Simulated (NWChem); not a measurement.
Species: hydrogen cyanide (CHN); SMILES C#N

```xyz
3

C      0.0000     0.0000    -0.4925
N      0.0000     0.0000     0.6532
H      0.0000     0.0000    -1.5611
```
Atoms are numbered in this order, from 1.

Geometry: optimised at PBE0-D3(BJ)/def2-TZVP.

 Unshifted, non-relativistic core excitations; the lowest 4 roots alone, so stronger bands may lie above.

Task: List the first N K-edge excitations from BHandHLYP/def2-TZVP, restricted-window TDA (NWChem).

Result: 
```
state  energy (eV)  dipole oscillator strength           leading excitation (squared amplitude)
-----  -----------  --------------------------  -----------------------------------------------
S1           397.3                      0.0627    1s of atom 2 or its equivalents → LUMO (0.85)
S2           397.3                      0.0627  1s of atom 2 or its equivalents → LUMO+1 (0.85)
S3           402.3                      0.0064  1s of atom 2 or its equivalents → LUMO+2 (0.70)
S4           403.3                      0.0019  1s of atom 2 or its equivalents → LUMO+3 (0.72)
```
